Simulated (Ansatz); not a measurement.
**BSiH4+ (triplet): from Hartree-Fock to the top rungs, cc-pVDZ**

How much of the correlation energy of BSiH4+ (triplet) does each wave-function method recover here?

Program: Ansatz 0.2.0, Gaussian basis. Level of theory: cc-pVDZ, core rule «outside noble gas», up to 6 orbitals frozen. These are calculated values, not measurements.

The runs, in order: UHF; CCSD(T) on ROHF; CCSD(T) on UHF; BCCD(T) on ROHF; CISD; CCSDT(Q) on ROHF; CCSDT(Q) on UHF; CASSCF and MRCISD+Q, 10 electrons in 10 orbitals; CASSCF and NEVPT2, 10 electrons in 10 orbitals.

16 further runs of the same task are left out: 4 that didn't finish, 12 set aside as unsound or not needed.

### Step 1. The system

The geometry is a PBE0/def2-TZVP stationary point (not a proven minimum) of the parent state, kept for this charge and spin.

6 atoms, charge 1, spin multiplicity 3.

Atoms are counted from 1 here; the program's logs count them from 0.

Bond lengths: Si1–B2 1.922 Å, Si1–H3 1.484 Å, Si1–H4 1.484 Å, B2–H5 1.194 Å, B2–H6 1.194 Å. Angles: B2–Si1–H3 124.8°, B2–Si1–H4 124.8°, H3–Si1–H4 110.4°, Si1–B2–H5 119.7°, Si1–B2–H6 119.7°, H5–B2–H6 120.6°.

Coordinates:

```xyz
6

Si    0.00000    0.00000    0.56244
B     0.00000    0.00000   -1.35995
H     0.00000    1.21872    1.40935
H     0.00000   -1.21872    1.40935
H     0.00000    1.03704   -1.95206
H     0.00000   -1.03704   -1.95206
```

### Step 2. UHF

The input, in.yaml:

```yaml
crystal:
  periodic: [false, false, false]
  atoms:
    - {symbol: Si, position_ang: [0.000000, 0.000000, 0.562441]}
    - {symbol: B, position_ang: [0.000000, 0.000000, -1.359948]}
    - {symbol: H, position_ang: [0.000000, 1.218724, 1.409347]}
    - {symbol: H, position_ang: [0.000000, -1.218724, 1.409347]}
    - {symbol: H, position_ang: [0.000000, 1.037036, -1.952056]}
    - {symbol: H, position_ang: [0.000000, -1.037036, -1.952056]}
basis:
  gaussian: {orbitals: cc-pVDZ}
total_charge: 1
magnetization: {spin_polarized: true, initial_magnetization: 2}
hamiltonian: {xc: hf}
output: {orbitals: {seedname: orbitals}}
```

Run with:

```sh
$ ansatz run in.yaml --threads 1 --pin off --events-out ev --progress --plain --max-ram 2393MiB
```

After this run come: CCSD(T) on ROHF; CCSD(T) on UHF; BCCD(T) on ROHF; CISD; CCSDT(Q) on ROHF; CCSDT(Q) on UHF; CASSCF and MRCISD+Q, 10 electrons in 10 orbitals; CASSCF and NEVPT2, 10 electrons in 10 orbitals.

Q: Predict the results of all the runs planned. Wanted: UCCSDT(Q) below the RHF energy; RMP2 from UCCSDT(Q); UMP2 from UCCSDT(Q); RCCSD from UCCSDT(Q); RCCSD(T) from UCCSDT(Q); UCCSD(T) from UCCSDT(Q); RCCSDT(Q) from UCCSDT(Q); T1 diagnostic.

As calculated:

| quantity | value |
| --- | --- |
| UCCSDT(Q) below the RHF energy | -5.5026 eV |
| RMP2 from UCCSDT(Q) | +129.8 kJ/mol |
| UMP2 from UCCSDT(Q) | +129.4 kJ/mol |
| RCCSD from UCCSDT(Q) | +18.2 kJ/mol |
| RCCSD(T) from UCCSDT(Q) | +4.5 kJ/mol |
| UCCSD(T) from UCCSDT(Q) | +4.5 kJ/mol |
| RCCSDT(Q) from UCCSDT(Q) | +0.1 kJ/mol |
| levels within 1 kcal/mol (43 meV) | RCCSDT, UCCSDT, RCCSDT(Q) |
| T1 diagnostic | 0.025 |

In words: RCCSD(T) lands +4.5 kJ/mol from the yardstick (0.9 % of the correlation energy). These misses are within one basis, not against nature; the frozen cores of restricted and unrestricted runs differ, which can shift their rows.
